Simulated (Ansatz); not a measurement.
Single points on cyclo-(SiH2)3 (Si3H6).

```yaml
crystal:
  periodic: [false, false, false]
  atoms:
    - {symbol: Si, position_ang: [-1.133533, 0.092626, 0.729767]}
    - {symbol: H, position_ang: [-2.110598, -1.026220, 0.879396]}
    - {symbol: H, position_ang: [-1.540285, 1.322472, 1.471906]}
    - {symbol: Si, position_ang: [-0.010065, 0.334457, -1.309221]}
    - {symbol: H, position_ang: [0.269632, 1.713089, -1.809230]}
    - {symbol: H, position_ang: [-0.303047, -0.633621, -2.407325]}
    - {symbol: Si, position_ang: [1.143804, -0.426295, 0.579660]}
    - {symbol: H, position_ang: [2.131833, 0.484697, 1.229784]}
    - {symbol: H, position_ang: [1.552250, -1.861205, 0.635272]}
basis:
  gaussian: {orbitals: def2-TZVPD, initial_orbitals: start.molden}
hamiltonian: {xc: pbe0, dispersion: d4}
scf: {omitted_lower_state_checks: [starts]}
output: {orbitals: {seedname: orbitals}}
```

The file start.molden holds the orbitals of an earlier run on this structure, at another level or in another basis.

```sh
$ ansatz run in.yaml --threads 4 --pin off --events-out ev --progress --plain --max-ram 3916MiB
```

Shortened log:

```
Functional definition: PBE0
1194 factors; their error is unknown
mean field evaluation 1: about -23720.0149 eV, gradient 3.6e0 eV
mean field evaluation 2: about -23720.0272 eV, gradient 1.8e-2 eV
mean field evaluation 4: about -23720.0320 eV, gradient 3.2e-5 eV
mean field -23720.03196771 eV, -871.6950967984 hartree, gradient 4.4e-5 eV, S^2 0.000000; 0 other end points of the search recorded, 0 dependent functions left out
reference -23720.03200625 eV, -871.6950982145 hartree; 24, 24 occupied and 159, 159 virtual orbitals, 1194 factors
Total energy: -23720.21588883 eV, -871.7018557748 hartree
Checks for a lower state left out: starts
```

Run time 3.6 s (4 threads of Intel Xeon on a shared host).

First input, but with `gaussian: {orbitals: 6-31G}`, `hamiltonian: {xc: hf}` (abridged; 0.71 s):

```
Functional definition: HF
mean field -23675.66095915 eV, -870.0644923093 hartree, gradient 5.7e-5 eV, S^2 0.000000
Total energy: -23675.66095915 eV, -870.0644923093 hartree
Checks for a lower state left out: starts
```

First input, but with `correlation: {method: ccsd_t}` and without the key `hamiltonian` (abridged; 24 s):

```
Functional definition: HF
mean field -23681.09349574 eV, -870.2641343466 hartree, gradient 2.1e-6 eV, S^2 0.000000
15 core orbitals not correlated: weight in the atoms' cores, before any rotation towards them, 1.000 or more for the frozen orbitals, at most 0.000 for the correlated occupied ones
second order -9.57784009 eV of doubles, -0.00000000 eV of singles
cycle   1  -10.77925343 eV  change    -1.2e0 eV  update   9.3e-2
cycle   2  -11.23365666 eV  change   -4.5e-1 eV  update   3.1e-2
cycle   3  -11.27254611 eV  change   -3.9e-2 eV  update   1.0e-2
cycle   4  -11.26796848 eV  change    4.6e-3 eV  update   3.8e-3
cycle   5  -11.26632324 eV  change    1.6e-3 eV  update   1.2e-3
cycle   6  -11.26613449 eV  change    1.9e-4 eV  update   4.3e-4
cycle   7  -11.26622269 eV  change   -8.8e-5 eV  update   1.3e-4
cycle   8  -11.26627076 eV  change   -4.8e-5 eV  update   4.9e-5
cycle   9  -11.26626555 eV  change    5.2e-6 eV  update   1.7e-5
perturbative correction -0.47999669 eV, -0.0176395531 hartree
Total energy: -23692.83975798 eV, -870.6958015223 hartree
Checks for a lower state left out: starts
```

First input, but with `gaussian: {orbitals: def2-SVP, initial_orbitals: start.molden}` (abridged; 1.7 s):

```
Functional definition: PBE0
mean field -23711.79665807 eV, -871.3924547511 hartree, gradient 2.3e-5 eV, S^2 0.000000
Total energy: -23711.98056753 eV, -871.3992132990 hartree
Checks for a lower state left out: starts
```

The first input with `gaussian: {orbitals: STO-3G}`, `hamiltonian: {xc: hf}` (abridged; 0.4 s):

```
Functional definition: HF
mean field -23408.03008456 eV, -860.2292390751 hartree, gradient 6.8e-6 eV, S^2 0.000000
Total energy: -23408.03008456 eV, -860.2292390751 hartree
Checks for a lower state left out: starts
```

First input, but with `gaussian: {orbitals: def2-TZVP, initial_orbitals: start.molden}`, `hamiltonian: {xc: pbe}`, `correlation: {method: rpa}` and without the key `output` (abridged; 4.3 s):

```
Functional definition: PBE
mean field -23717.59866994 eV, -871.6056747543 hartree, gradient 1.6e-6 eV, S^2 0.000000
15 core orbitals not correlated: weight in the atoms' cores, before any rotation towards them, 1.000 or more for the frozen orbitals, at most 0.000 for the correlated occupied ones
Total energy: -23698.82198989 eV, -870.9156444899 hartree
Checks for a lower state left out: starts
```

First input, but with `hamiltonian: {xc: pbe, dispersion: d4}` (abridged; 3 s):

```
Functional definition: PBE
mean field -23717.61459711 eV, -871.6062600671 hartree, gradient 1.8e-5 eV, S^2 0.000000
Total energy: -23717.83042994 eV, -871.6141917776 hartree
Checks for a lower state left out: starts
```

Geometry: PBE-D4/def2-TZVP.

Correlated methods freeze 15 core orbitals.
